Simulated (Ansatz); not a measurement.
The input, for Ansatz 0.2.0:

```yaml
crystal:
  periodic: [false, false, false]
  atoms:
    - {symbol: B, position_ang: [-0.197784, 0.000000, 0.000000]}
    - {symbol: H, position_ang: [-0.794517, 1.033571, 0.000000]}
    - {symbol: H, position_ang: [-0.794517, -1.033571, 0.000000]}
    - {symbol: H, position_ang: [1.445216, 0.000000, 0.000000]}
    - {symbol: H, position_ang: [2.265216, 0.000000, 0.000000]}
basis:
  gaussian: {orbitals: cc-pVDZ}
magnetization: {spin_polarized: false, initial_magnetization: 1}
correlation: {method: fci, electrons: outside_noble_gas}
```

```sh
$ ansatz run in.yaml --threads 2 --pin off --events-out ev --progress --plain --max-ram 16896MiB --backend cuda --devices 0, --max-vram 18GiB
```

Log:

```
593 factors; integrals over basis functions are off by at most 1.6e-7 eV
mean field evaluation 1: about -729.9122 eV, gradient 9.3e0 eV
mean field evaluation 2: about -729.9119 eV, gradient 9.3e0 eV
mean field evaluation 4: about -730.5956 eV, gradient 6.3e-1 eV
mean field evaluation 8: about -730.6030 eV, gradient 4.2e-3 eV
mean field evaluation 16: about -729.5549 eV, gradient 4.8e-6 eV
mean field evaluation 32: about -729.5549 eV, gradient 4.8e-6 eV
mean field -730.60295549 eV, -26.8491633937 hartree, gradient 2.9e-6 eV, S^2 0.750000; 6 other end points of the search recorded, 0 dependent functions left out
mean field evaluation 64: about -730.1791 eV, gradient 1.7e0 eV
determinant -730.60295549 eV, -26.8491633937 hartree, with singles and doubles -734.26101869 eV, -26.9835947367 hartree
determinant -729.55492914 eV, -26.8106491357 hartree, with singles and doubles -733.33497857 eV, -26.9495633900 hartree
1 core orbitals not correlated: weight in the atoms' cores, before any rotation towards them, 1.000 or more for the frozen orbitals, at most 0.000 for the correlated occupied ones
reference -730.60295549 eV, -26.8491633937 hartree; 4, 3 occupied and 29, 30 virtual orbitals, 593 factors
state -734.32872181 eV, -26.9860827806 hartree
Total energy: -734.32872181 eV, -26.9860827806 hartree
```

Natural occupations: 1.9589 1.9561 1.9555 0.9895 0.0258 0.0193 0.0184 0.0181 0.0090 0.0087 0.0066 0.0060 0.0054 0.0045 0.0032 0.0030 0.0026 0.0026 0.0012 0.0011 0.0008 0.0007 0.0006 0.0005.

Ran on 2 threads of AMD EPYC 7R13 with a shared H100 80 GB, shared host: 8.5 s wall, 0.92 GiB peak host memory.
